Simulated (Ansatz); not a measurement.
# CH4SSi (SMILES C[Si]S): functionals against CCSD(T) at one geometry

Aim: energy, forces and dipole at a structure displaced at random from a GFN2-xTB minimum, from CCSD(T) and from density functionals.

Program: Ansatz 0.2.0, Gaussian basis. Level of theory: single points in def2-TZVPP. These are calculated values, not measurements.

Correlated methods freeze the cores.

## (1) Where the work starts

SMILES `C[Si]S`, 7 atoms, charge 0, spin multiplicity 1.

Atoms are counted from 1 here; the program's logs count them from 0.

Bond lengths: C1–Si2 1.881 Å, C1–H4 1.008 Å, C1–H5 1.226 Å, C1–H6 1.057 Å, Si2–S3 2.196 Å, S3–H7 1.428 Å. Angles: Si2–C1–H4 118.3°, Si2–C1–H5 111.7°, Si2–C1–H6 121.0°, H4–C1–H5 110.6°, H4–C1–H6 96.0°, H5–C1–H6 96.4°, C1–Si2–S3 92.2°, Si2–S3–H7 98.8°.

Geometry (Å):

```csv
atom,x (Å),y (Å),z (Å)
C1,-0.8737,0.5804,-0.2929
Si2,0.2493,0.0657,1.1255
S3,1.4999,-1.1631,-0.1967
H4,-1.4334,-0.1282,-0.7413
H5,-0.2730,1.2483,-1.1266
H6,-1.6646,1.2649,-0.1410
H7,2.2860,-1.8224,0.7970
```

## (2) CCSD(T)/def2-TZVPP

run/in.yaml reads:

```yaml
crystal:
  periodic: [false, false, false]
  atoms:
    - {symbol: C, position_ang: [-0.873700, 0.580400, -0.292900]}
    - {symbol: Si, position_ang: [0.249300, 0.065700, 1.125500]}
    - {symbol: S, position_ang: [1.499900, -1.163100, -0.196700]}
    - {symbol: H, position_ang: [-1.433400, -0.128200, -0.741300]}
    - {symbol: H, position_ang: [-0.273000, 1.248300, -1.126600]}
    - {symbol: H, position_ang: [-1.664600, 1.264900, -0.141000]}
    - {symbol: H, position_ang: [2.286000, -1.822400, 0.797000]}
basis:
  gaussian: {orbitals: def2-TZVPP}
correlation: {method: ccsd_t}
output: {forces: true}
```

Run with:

```
ansatz run in.yaml --threads 4 --pin off --events-out ev --progress --plain --max-ram 5222MiB
```

## (3) PBE0-D4/def2-TZVPP

run/in.yaml, as its differences from that of step 2:

```diff
@@ -12,3 +12,3 @@
   gaussian: {orbitals: def2-TZVPP}
-correlation: {method: ccsd_t}
-output: {forces: true}
+hamiltonian: {xc: pbe0, dispersion: d4}
+output: {forces: true, orbitals: {seedname: orbitals}}
```

## (4) wB97M-V/def2-TZVPP

run/in.yaml, as its differences from that of step 3:

```diff
@@ -12,3 +12,3 @@
   gaussian: {orbitals: def2-TZVPP}
-hamiltonian: {xc: pbe0, dispersion: d4}
-output: {forces: true, orbitals: {seedname: orbitals}}
+hamiltonian: {xc: {name: wB97M-V}}
+output: {forces: true}
```

## (5) r2SCAN-D4/def2-TZVPP

run/in.yaml, as its differences from that of step 4:

```diff
@@ -12,3 +12,3 @@
   gaussian: {orbitals: def2-TZVPP}
-hamiltonian: {xc: {name: wB97M-V}}
+hamiltonian: {xc: r2scan, dispersion: d4}
 output: {forces: true}
```

## (6) PBE-D4/def2-TZVPP

run/in.yaml, as its differences from that of step 5:

```diff
@@ -12,3 +12,3 @@
   gaussian: {orbitals: def2-TZVPP}
-hamiltonian: {xc: r2scan, dispersion: d4}
+hamiltonian: {xc: pbe, dispersion: d4}
 output: {forces: true}
```

## (7) SPW92/def2-TZVPP

run/in.yaml, as its differences from that of step 6:

```diff
@@ -12,3 +12,3 @@
   gaussian: {orbitals: def2-TZVPP}
-hamiltonian: {xc: pbe, dispersion: d4}
+hamiltonian: {xc: lda}
 output: {forces: true}
```

## (8) HSE06-D4/def2-TZVPP

run/in.yaml, as its differences from that of step 7:

```diff
@@ -12,3 +12,3 @@
   gaussian: {orbitals: def2-TZVPP}
-hamiltonian: {xc: lda}
+hamiltonian: {xc: hse06, dispersion: d4}
 output: {forces: true}
```

(Steps that only read results are left out.)

What does the calculation give? Wanted: energy less free atoms, CCSD(T)/def2-TZVPP; RMS force component; RMS force error; HOMO and LUMO, PBE0-D4; T1 diagnostic.

The runs gave:

| quantity | value |
| --- | --- |
| energy less free atoms, CCSD(T)/def2-TZVPP | -525.8 kcal/mol |
| RMS force component | 1.668 to 1.707 eV/Å over the methods |
| RMS force error | PBE0-D4 0.067, wB97M-V 0.058, r2SCAN-D4 0.065, PBE-D4 0.172, SPW92 0.277, HSE06-D4 0.065 eV/Å |
| HOMO and LUMO, PBE0-D4 | -6.59 and -2.27 eV |
| T1 diagnostic | 0.015 |

Against CCSD(T) the functionals' energies less atoms differ by -91.8 to -15.8 kcal/mol, PBE-D4 by -25.0 kcal/mol. CCSD(T) in triple zeta still lacks some correlation energy of the bonds, so part of these gaps is its own basis error and they don't rank the functionals. The forces of wB97M-V come nearest to CCSD(T), those of SPW92 are farthest. The restricted Hartree–Fock reference is unstable towards an unrestricted one at one or more of these structures.
